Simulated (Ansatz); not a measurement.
bcc Fe, treated with BLYP (plane waves, PAW; Ansatz, an electronic-structure program).

Numerical settings: plane-wave cutoff 520 eV, 26×26×26 k mesh, Fermi–Dirac smearing 0.05 eV, spin-polarised with parallel moments, scalar-relativistic PAW data made under PBE.

Properties against volume:

```csv
V (Å³/atom),P (GPa),moment (μB per cell of 1 atoms)
11.147,12.38,2.13
11.384,7.71,2.15
11.621,3.57,2.18
11.858,-0.03,2.21
12.095,-3.12,2.24
12.333,-5.72,2.29
12.570,-7.90,2.33
```
